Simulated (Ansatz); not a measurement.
doublet CO₂(+): levels of theory in one basis

```csv
atom,x (Å),y (Å),z (Å)
O,-0.0938,1.1299,0.0877
C,0.0074,-0.0005,0.0194
O,0.1086,-1.1309,-0.0490
```

Basis set: def2-SVP (spherical functions). Correlated methods keep 3 orbitals frozen. Charge 1, multiplicity 2.

Computed with Ansatz (development build ahead of 0.2.0); each method stands on the lowest determinant of its kind that the runs found.

```tsv
method	E − E(ROHF) (eV)	<S²> of the determinant
ROHF	0.00	0.75
UHF	-0.86	0.93
UHF-MP2	-12.06	0.93
```

Question: What does UHF-CCSD(T) give on the same scale?

Answer: -13.31 eV.

Question: Is a single determinant a sound starting point here?

Answer: Only with care. Unrestricted orbitals gain 0.86 eV and <S²> is 0.93 against 0.75 for a pure state, a contamination that matters most for the unrestricted series.

Caution for ROHF: an unrestricted determinant lies well below; the determinant breaks the point group. Caution for UHF, UHF-MP2, UHF-CCSD(T): the unrestricted determinant is spin contaminated. Caution for UHF-MP2: MP2 on this radical cation hangs on the determinant chosen.
